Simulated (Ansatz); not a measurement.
Geometry optimisation, RKS B3LYP-D4/def2-SVP (Ansatz 0.2.0).

The input (input.yaml):

```yaml
crystal:
  periodic: [false, false, false]
  atoms:
    - { symbol: B, position_ang: [0.0, 0.0, 0.0] }
    - { symbol: H, position_ang: [0.0, 0.0, 1.54] }
    - { symbol: H, position_ang: [1.0305, 0.0, -0.595] }
    - { symbol: H, position_ang: [-1.0305, 0.0, -0.595] }
    - { symbol: O, position_ang: [0.0715, -1.6212, 0.5392] }
    - { symbol: H, position_ang: [-0.475, -2.2058, -0.077] }
    - { symbol: H, position_ang: [0.0379, -0.8605, 1.537] }
basis:
  gaussian: { orbitals: def2-SVP }
hamiltonian:
  xc: b3lyp
  dispersion: d4
relax:
  f_tol: 0.15
  max_steps: 25
  restrain:
    - { distance: [0, 4], at: 1.41, k: 30.0 }
    - { distance: [6, 1], at: 0.66, k: 30.0 }
    - { distance: [0, 1], at: 2.39, k: 30.0 }
    - { distance: [6, 4], at: 2.21, k: 30.0 }
```

Run as:

```bash
$ ansatz run input.yaml --threads 1 --pin off --max-ram 2048MiB --backend cpu --events-out ev --progress --plain --runs-dir out
```

Q: Where does it end, and by what steps?

A: It converged. The restraints hold the end off the free minimum; the threshold counts their pulls, which the force column leaves out. Restrained pairs: B1–O5 (1.71 → 1.38 Å), H2–H7 (0.86 → 0.72 Å), B1–H2 (1.54 → 2.40 Å), O5–H7 (1.26 → 2.22 Å). After 7 steps the energy has fallen by 3.266 eV (the restraints' own energy left out); O5 moved furthest, 0.61 Å.

```
step  energy less start (eV)  largest force component (eV/Å)  accepted
   0                  0.0000                           4.478       yes
   1                 -0.8261                           6.294       yes
   2                 -2.1453                           5.061       yes
   3                 -3.0482                           2.153       yes
   4                 -3.2447                           1.316       yes
   5                 -3.2637                           1.472       yes
   6                 -3.2638                           1.732       yes
   7                 -3.2662                           1.688       yes
```

```xyz
7
Properties=species:S:1:pos:R:3
B 0.050 -0.450 -0.355
H -0.039 0.135 1.968
H 1.064 0.193 -0.450
H -1.043 0.021 -0.575
O 0.189 -1.784 -0.039
H -0.659 -2.246 -0.010
H 0.072 -0.556 1.810
```

The run took 3.3 s on 1 thread of AMD EPYC 9R45 96-Core Processor (Zen 5) (shared host), peak memory 0.13 GiB.
